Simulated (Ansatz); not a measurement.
`S[Si]Cl` + H₂ → `[SiH]Cl` + H₂S at 400 K and 1 bar (hydrogenolysis of the Si–S bond).

Computed with Ansatz on PBE0-D4/def2-TZVP structures; ΔE is electronic, products minus reactants. CCSD(T)/CBS is frozen-core, at the limit of the def2 triple- and quadruple-zeta sets. Each species was taken in one conformer, which may not be the lowest.

| species | CCSD(T)/CBS energy (Eh) | H − E (kJ/mol) | S (J/(mol·K)) |
| --- | --- | --- | --- |
| `S[Si]Cl` | -1147.27489 | 50.3 | 312.1 |
| H₂ | -1.17463 | 38.0 | 139.0 |
| `[SiH]Cl` | -749.43816 | 35.1 | 263.9 |
| H₂S | -398.97119 | 53.4 | 215.9 |

H − E and S are ideal-gas, rigid-rotor, harmonic terms from PBE0-D4/def2-TZVP, for one conformer and one mirror image of each species. 1 Eh = 2625.50 kJ/mol, R = 8.31446 J/(mol·K).

By hand: ΔE, ΔH, ΔS and ΔG.

ΔE = (-749.43816) + (-398.97119) − (-1147.27489) − (-1.17463) = 0.04017 Eh = 105.5 kJ/mol. Δ(H − E) = 35.1 + 53.4 − 50.3 − 38.0 = 0.2, so ΔH = 105.7 kJ/mol. ΔS = 263.9 + 215.9 − 312.1 − 139.0 = 28.7 J/(mol·K). ΔG = 105.7 − 400 × (28.7)/1000 = 94.2 kJ/mol.

By hand: the equilibrium constant, and the temperature at which ΔG would vanish if ΔH and ΔS stayed fixed.

log₁₀ K = −ΔG/(RT ln 10) = -12.3. ΔG = 0 at ΔH/ΔS = 3683 K, far beyond where these terms or the molecules hold.

ΔH outweighs TΔS. A doubt of 5 kJ/mol in ΔE shifts log₁₀ K by 0.7 here. Other conformers and mirror images would add mixing entropy, several J/(mol·K) or more a flexible species. These are equilibria of isolated gas molecules and say nothing of rates. Largest T1 diagnostic: 0.014 (customary marks: 0.02 for closed shells, 0.045 for open ones).
